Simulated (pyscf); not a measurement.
PySCF, gas phase, ωB97X-D3(BJ)/def2-SVP geometries.

### Question
For the elementary gas-phase step H₂N–BH–Cl + H₃Si–Cl → H₂N–B(Cl)–Cl + silane (SiH₄) (singlet surface; B–H, Cl–Si broken, B–Cl, H–Si formed), what barrier and reaction energy does ωB97M-D3(BJ)/def2-TZVP give, measured from the separated reactants?

### Answer
ΔE‡ = 166.7 kJ/mol, ΔE = +16.0 kJ/mol. Zero-point energy shifts the barrier by +1.3 kJ/mol. It is a four-centre exchange, with an imaginary mode of 374i cm⁻¹. One saddle was located; it need not be the lowest between these sides.
